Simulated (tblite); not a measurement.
Species: C₅H₅N.
Atom-mapped SMILES: `[C-:1]#[N+:2]/[CH:3]=[CH:4]/[CH:5]=[CH2:6]` (hydrogens: H7 on C3; H8 on C4; H9 on C5; H10, H11 on C6)

The geometry is computed with GFN2-xTB (gas phase).

(1) Give the optimised bond lengths and angles.

Results:

(1) 
```
  bond  length (pm)
 C1≡N2        116.9
 N2–C3        134.9
 C3=C4        134.0
 C4–C5        143.9
 C5=C6        133.1
 C3–H7        108.3
 C4–H8        108.2
 C5–H9        108.2
C6–H10        107.6
C6–H11        107.8
```

A selection of angles:
```
     angle  degrees
  C1–N2–C3    179.4
  N2–C3–C4    122.7
  N2–C3–H7    114.7
  C4–C3–H7    122.6
  C3–C4–C5    123.1
  C3–C4–H8    119.6
  C5–C4–H8    117.3
  C4–C5–C6    123.2
  C4–C5–H9    116.5
  C6–C5–H9    120.3
 C5–C6–H10    122.0
 C5–C6–H11    121.5
H10–C6–H11    116.5
```

Dihedral angles: N2–C3–C4–C5 180° (antiperiplanar); C3–C4–C5–C6 180° (antiperiplanar).

Of the pairs four or more bonds apart, H8···H11 is among the closest relative to their van der Waals radii: 2.48 Å, 103 % of the sum of Bondi's values. The C–N distances run from 1.169 Å (C1≡N2, drawn triple) to 1.349 Å (N2–C3, drawn single), a spread of 0.180 Å. The 6 heavy atoms lie in one plane (0.000 Å rms). The C–C distances run from 1.331 Å (C5=C6, drawn double) to 1.439 Å (C4–C5, drawn single), a spread of 0.108 Å.

Point group: Cs (tolerance 0.08 Å). Its GFN2-xTB frequencies are all real (lowest 129 cm⁻¹). One conformer, not necessarily the lowest.
